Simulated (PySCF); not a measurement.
Species: CH6BO (charge -1).
SMILES: `[BH3-]OC`

The closed-shell ground state was solved at several levels (PySCF, density fitting, gas phase, non-relativistic). Isolated species at its PBE0-D3(BJ)/def2-SVP geometry, gas phase. No diffuse functions stand in pcJ-1, pcSseg-1 and pcSseg-2, which bears on an anion's orbital energies.

| level | basis functions | total energy (Eh) | HOMO (eV) | LUMO (eV) | gap (eV) |
| --- | --- | --- | --- | --- | --- |
| PBE0/pcSseg-1 | 81 | -141.6264 | -0.85 | 6.18 | 7.03 |
| CAM-B3LYP/def2-SVPD | 111 | -141.6554 | -2.49 | 5.22 | 7.71 |
| B3LYP/pcJ-1 | 141 | -141.8355 | -0.68 | 5.88 | 6.56 |

(1) What might CAM-B3LYP/pcSseg-2 (192 basis functions) give for the same quantities?

(2) Over all these levels, which gives the widest orbital gap and which the narrowest?

Results:

(1) Total energy -141.8133 Eh, HOMO -2.48 eV, LUMO 5.38 eV, gap 7.86 eV.

(2) CAM-B3LYP/pcSseg-2 (range-separated hybrid) has the widest, 7.86 eV, and B3LYP/pcJ-1 (global hybrid, 20 % exact exchange) the narrowest, 6.56 eV. Functional and basis both differ between the two, so the spread mixes both effects.
